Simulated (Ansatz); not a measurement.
For fcc Rh, r²SCAN+rVV10 in Ansatz (PAW) gives:

lattice parameter a: 3.788 Å
bulk modulus: 293 GPa

**Question.** What does B3LYP (VWN-RPA form) (Ansatz, a first-principles code, PAW) give for the same quantities?

**Answer.** 
- lattice constant a: 3.845 Å (increases by 1.5 %)
- bulk modulus: 246 GPa (drops by 16 %)

For comparison: lattice constant a 3.794 Å (measured, static lattice: zero-point anharmonic expansion removed; as tabulated in Mejia-Rodriguez and Trickey (2018), arXiv:1807.09216); bulk modulus 271 GPa (measured, corrected for temperature and zero-point phonon effects, our sources range from 271 to 289; as tabulated in Levämäki et al. (2014), arXiv:1402.3671).

Changes are worked out from the printed values.

Unless a cell is named, each level is at its own relaxed cell (r²SCAN+rVV10 13.58, B3LYP (VWN-RPA form) 14.21 Å³/atom).

The crystal itself was run without spin with r²SCAN+rVV10, B3LYP (VWN-RPA form); a magnetic state was not tried in these runs.

Ansatz's density-functional and Hartree–Fock values are scalar-relativistic unless marked +SOC, with PAW data made under PBE.
